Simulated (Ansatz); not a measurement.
Consider the atomization: `CC1(F)OCO1` → 3 C• + F• + 5 H• + 2 O•.

Isolated molecules relaxed with PBE0-D4/def2-TZVP in Ansatz; ΔE leaves out vibrations. CCSD(T)/CBS is the MP2 limit (def2-TZVPP, def2-QZVPP) plus CCSD(T) − MP2 in def2-TZVPP, frozen cores. This one scheme is used for every species, atoms too. Functionals use def2-TZVPP. B3LYP here is the variant with VWN-RPA as its local correlation; programs differ in this. No spin–orbit coupling; open shells (•) take unrestricted orbitals. Spin–orbit coupling would lower the free atoms: a little for C, F, O.

```tsv
level	ΔE (kcal/mol)	difference from CCSD(T)/CBS
r2SCAN-D4	1081.6	6.0
PBE0-D4	1083.9	8.3
ωB97M-V	1081.3	5.7
PBE	1110.9	35.3
r2SCAN	1080.5	4.9
B3LYP	1064.0	-11.6
HF/def2-TZVPP	746.9	-328.7
SCS-MP2/def2-TZVPP	1063.3	-12.3
CCSD(T)/def2-TZVPP	1047.0	-28.6
HF/def2-QZVPP	748.1	-327.5
CCSD(T)/CBS	1075.6	0
```

Largest T1 diagnostic among the species: 0.012.

In def2-TZVPP, CCSD(T) changes the Hartree–Fock value by +300.1 kcal/mol (the triples alone add +20.1 kcal/mol) and MP2 by +331.1 kcal/mol; breaking electron pairs costs correlation energy, which Hartree–Fock lacks. The D4 term adds +7.1 kcal/mol with B3LYP and +3.7 kcal/mol with PBE0; it sums over pairs of atoms, weighted by their polarisabilities, and B3LYP, whose exchange is more repulsive, gets the larger term.

For atomizations the MP2-based limit and the directly extrapolated one differ by several kJ/mol either way, and by 10 to 25 for some Ge, Se and Sn compounds, so smaller differences from it don't rank the levels.
